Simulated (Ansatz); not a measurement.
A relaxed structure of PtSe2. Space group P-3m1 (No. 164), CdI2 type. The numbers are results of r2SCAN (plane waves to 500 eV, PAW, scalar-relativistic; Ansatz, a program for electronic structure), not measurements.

```xyz
3
Lattice="3.7169 0.0000 0.0000 -1.8584 3.2189 0.0000 0.0000 0.0000 5.8302" Properties=species:S:1:pos:R:3 pbc="T T T"
Pt     0.0000     0.0000     0.0000
Se     0.0000     2.1459     1.3115
Se     1.8584     1.0730     4.5187
```

Task: Estimate the band gap that r2SCAN returns for this input.

Result: 0.65 eV, indirect (valence top at 80 % of the way from K to Γ, conduction bottom at k = (0, 0.3, 0.3333)) (no spin-orbit coupling).

Task: Give the smallest direct gap at the level r2SCAN.

Result: 1.11 eV at k = (0, 0.2, 0.1667).

No spin polarisation in the result. Without a van der Waals term the distances between weakly bound units are poorly fixed. Spin-orbit coupling is missing; with elements this heavy it can move band edges by tenths of an eV or more.

Measured for PtSe2: a 3.727 Å (as listed in Torbjörn Björkman, The Journal of Chemical Physics (2014)); c 5.074 Å (corrected from measurement; as listed in Torbjörn Björkman, The Journal of Chemical Physics (2014)). Computed minus measured — a: r2SCAN -0.3 %; c: r2SCAN +14.9 %. The computed values are for a static lattice. So large a miss in the cell can also mean another phase or state, or a fault in the measured row.

The run could not lose the symmetry of its start; a randomly shaken copy of 6 atoms returns to this structure.
